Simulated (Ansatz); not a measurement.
## hcp Ru

Level of theory: LDA in Ansatz (plane waves, PAW).

Settings: plane-wave cutoff 520 eV, 30×30×16 k mesh (along the axes of the cell as run), Fermi–Dirac smearing 0.064 eV (set by the program), no spin polarisation, scalar-relativistic PAW data made under PBE.

Cell (relaxed at this level):

```
CELL_PARAMETERS angstrom
      2.67583     0.00000     0.00000
     -1.33792     2.31734     0.00000
      0.00000     0.00000     4.22137
ATOMIC_POSITIONS crystal
  Ru 0.66667 0.33333 0.75000
  Ru 0.33333 0.66667 0.25000
```

```json
{
  "elastic constant C11": "658 GPa",
  "elastic constant C12": "217 GPa",
  "elastic constant C13": "202 GPa",
  "elastic constant C33": "743 GPa",
  "elastic constant C44": "216 GPa",
  "elastic constant C66": "221 GPa",
  "Voigt–Reuss–Hill bulk modulus": "366 GPa",
  "Voigt–Reuss–Hill shear modulus (Hill average)": "226 GPa",
  "young_modulus": "562 GPa",
  "poisson_ratio": "0.244"
}
```

Measured, for comparison: elastic constant C11 563 GPa, elastic constant C12 188 GPa, elastic constant C13 168 GPa, elastic constant C33 624 GPa, elastic constant C44 181 GPa (temperature not stated, not corrected to a static lattice; as tabulated in Mehl and Papaconstantopoulos (1996), arXiv:mtrl-th/9602003). Computed (rounded) less measured: elastic constant C11 +17 %, elastic constant C12 +15 %, elastic constant C13 +20 %, elastic constant C33 +19 %, elastic constant C44 +19 %.

Elastic constants are with the ions relaxed.

Static lattice: no zero-point or thermal effects.

It cost around 60 core-minutes (rough) of CPU time.

Ansatz is a program for electronic structure.
